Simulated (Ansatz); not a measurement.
**Pressure series in InSb**

Take InSb in the zinc blende structure (space group F-43m, No. 216; a = 6.635 Å) as the base.

Cell and atoms are relaxed at each pressure.

Computed with PBE (Ansatz, an electronic-structure program; PAW; 420 eV plane waves; no spin-orbit coupling).

| pressure (GPa) | volume per atom (Å³/atom) |
|---|---|
| -2 | 38.924 |
| -1 | ? |
| 0 | 36.514 |
| 0.9 | 35.691 |
| 4.5 | 33.150 |
| 9 | 30.970 |
| 15 | 28.929 |
| 22.5 | 27.087 |
| 30 | 25.694 |

### Question
Fit the third-order Birch–Murnaghan form P(V) = (3B₀/2)[(V₀/V)^(7/3) − (V₀/V)^(5/3)]·[1 + (3/4)(B₀′ − 4)((V₀/V)^(2/3) − 1)] (squares taken in P) to the rows shown and predict the withheld row.

### Answer
Least squares on the printed values gives V₀ = 36.528 Å³/atom, B₀ = 37.0 GPa, B₀′ = 4.7; this predicts 37.601 Å³/atom, and the run gives 37.615 Å³/atom, 0.014 higher.

Measured bulk modulus of InSb: 46.1 GPa (static lattice; corrected from measurement; as listed in Daniel Mejia-Rodriguez, S. B. Trickey, Phys. Rev. B (2018)); the computed value is 20 % below it.

Load acts through the strain it causes; cell and atoms are relaxed under it. Stability against distortions was not tested. Tetrahedral semiconductors of this kind turn to denser phases somewhere between about 1 and 50 GPa; those were not computed, so compressed cells here can lie past the real transition. The final runs are not spin-polarised.
